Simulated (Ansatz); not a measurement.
AlH2Et (C2H7Al), relaxed as a singlet with RKS r2SCAN-D4/def2-TZVP in Ansatz, starting from the GFN2-xTB geometry. Force threshold 0.02 eV/Å.

Another isomer (singlet) lies 0.66 eV lower at PBE0-D4/def2-TZVP; other spin states weren't run for this one.

Start:

```xyz
10

Al   -0.2293   -0.4888    1.6138
C    -0.1566    0.6727   -0.0108
C     0.2942   -0.0690   -1.2882
H    -1.4714   -1.3394    1.9867
H     0.9582   -0.6510    2.5976
H     0.5230    1.5285    0.1395
H    -1.1421    1.1246   -0.2170
H     0.3097    0.5996   -2.1496
H     1.2946   -0.4820   -1.1607
H    -0.3803   -0.8953   -1.5113
```

```tsv
step	energy (eV)	largest force component (eV/Å)	SCF passes
1	-8783.2967	0.754	16
2	-8783.3502	0.263	20
3	-8783.3538	0.065	20
4	-8783.3544	0.021	20
5	-8783.3549	0.017	19
6	-8783.3549	0.031	20
7	-8783.3550	0.010	21
```

Force components are those of the run's own axes.

End:

```xyz
10

Al   -0.222   -0.466    1.573
C    -0.159    0.711    0.008
C     0.278   -0.085   -1.240
H    -1.495   -1.386    1.829
H     1.026   -0.593    2.552
H     0.533    1.545    0.168
H    -1.143    1.156   -0.177
H     0.310    0.545   -2.135
H     1.278   -0.515   -1.121
H    -0.406   -0.911   -1.457
```

By distances, no bond broke or formed. The bond that changes most is Al1–H4, from 1.55 to 1.59 Å (atoms count from 1).

The force fell under the threshold at step 5, but the optimiser went on. No frequencies were taken in this run, so the end may be a saddle point.

Run time 16 s (2 threads of Arm Neoverse V1 on a shared host).
